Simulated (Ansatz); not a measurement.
NaLi₂, relaxed as a doublet with UKS PBE/def2-TZVP in Ansatz, starting from the GFN2-xTB geometry. Force threshold 0.02 eV/Å.

The structure comes from a short search, and lower isomers may exist.

Start:

```xyz
3

Li   -0.8134    0.9171   -0.8504
Li    0.9239   -0.6476   -1.0785
Na   -0.1105   -0.2695    1.9289
```

Question: Estimate the energy that the relaxation releases and the steps that it takes.

Answer: 2.9 kcal/mol, in 8 steps; 5.5 s on 4 threads of Arm Neoverse V2 on a shared host. The force fell under the threshold at step 5, but the optimiser went on and released 0.006 eV more. No frequencies were taken in this run, so the end may be a saddle point.

Question: Does the start keep its bonding and symmetry?

Answer: By distances, no bond broke or formed. The bond that changes most is Li2–Na3, from 3.20 to 3.63 Å (atoms count from 1). Point group Cs at the start, Cs at the end, both within 0.05 Å.

Question: Predict the relaxed structure.

Answer: 
```xyz
3

Li   -0.913    0.986   -0.729
Li    1.129   -0.796   -1.291
Na   -0.216   -0.190    2.021
```
Bond lengths (bridged metal pairs left out): 1 × Li–Li 2.77 Å; 1 × Li–Na 3.07 Å.
